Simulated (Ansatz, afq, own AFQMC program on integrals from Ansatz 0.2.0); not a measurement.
**AlH$_{3}$⁺, doublet in cc-pVDZ, levels against full CI**

```xyz
4

Al    0.0000    0.0525   -0.0428
H     0.0000    0.2215   -1.5940
H     0.0000    0.3605    2.7834
H     0.0000   -1.9867   -0.0428
```

Basis cc-pVDZ. Noble-gas cores (and the filled d shells of Ga–Kr and In–Xe) are frozen. Ansatz 0.2.0 and our own AFQMC program on the same integrals; the CISD trial comes from CCSD amplitudes, and released means the phaseless constraint is let go. ± is one standard error of the sampling.

Determinant: UHF, the one that the program's search chose, which needn't be the lowest solution. The geometry is a point of a scan.

Full CI on the same integrals is exact in this basis and with this determinant's frozen core.

Cautions: strong correlation (T1 0.110, weight of the determinant 0.78, largest double 0.12); unrestricted determinant spin contaminated (⟨S²⟩ 1.41 against 0.75); the released energies are still falling, so no released level is given (meV from the phaseless value at times in 1/Eh: -2.1 ± 2.1 at 0.24, -4.5 ± 1.9 at 0.51, -8.3 ± 1.8 at 0.99, -10.0 ± 2.2 at 1.62, -13.9 ± 1.4 at 2.40), though the last usable value meets full CI within the noise.

```
T1 diagnostic                               : 0.1098
weight of the determinant in the CISD state : 0.775
⟨S²⟩ of the determinant                     : 1.414
size of the correlated space                : 5 electrons in 28 orbitals
```

Reference: full CI, correlation energy -1.826 eV. The cautions show a poor starting determinant, so the rows tell how each method copes with it here, and full CI is the sure value.

```csv
level,E − E(reference) (mEh),share of correlation (%)
HF,67.11,0.00
MP2,30.30,54.85
CCSD,3.41,94.92
CCSD(T),1.64,97.56
CCSDT,0.13,99.80
CCSDT(Q),0.00,100.00
CCSDTQ,0.00,100.00
ph-AFQMC/CISD,0.58 ± 0.08,99.14
```

CCSDT and higher add their correlation energy to the determinant of the CCSD(T) run, since their own runs factorise the integrals more tightly (a shift of under 2 meV). A walk keeps the symmetry of its determinant, which the program's search chose and which needn't be the lowest solution, so a lower state of the same spin and another symmetry isn't excluded.
